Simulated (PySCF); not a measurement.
Input file for PySCF: R-HF/3-21G on ethanol (SMILES CCO), a point of a bond scan (R = 1.912 Å).

```python
from pyscf import gto, scf, dft, mp
from pyscf.data.elements import chemcore

mol = gto.M(
    atom='''
    C    -1.19870807    0.14199361    0.26380614
    C     0.06293393   -0.42920547   -0.36086495
    O     1.23309882    0.30528049   -0.01232627
    H    -2.73957549   -0.83348343   -0.31098180
    H    -1.32566606    1.18860747   -0.01689310
    H    -1.15705007    0.08293868    1.35507193
    H     0.17648705   -1.48647846   -0.08961519
    H     0.00552725   -0.37720409   -1.44899282
    H     1.32975984    0.28858550    0.94603633
    ''',
    basis='3-21g',
    charge=0, spin=0, verbose=3, max_memory=1800)
mf = scf.RHF(mol)
mf.conv_tol = 1e-8
mf.max_cycle = 100
mf.kernel()
if not mf.converged:
    mf = mf.newton().run(mf.mo_coeff, mf.mo_occ)
```

Task: What total energy does the run end on?

Result: -153.0853 hartree.
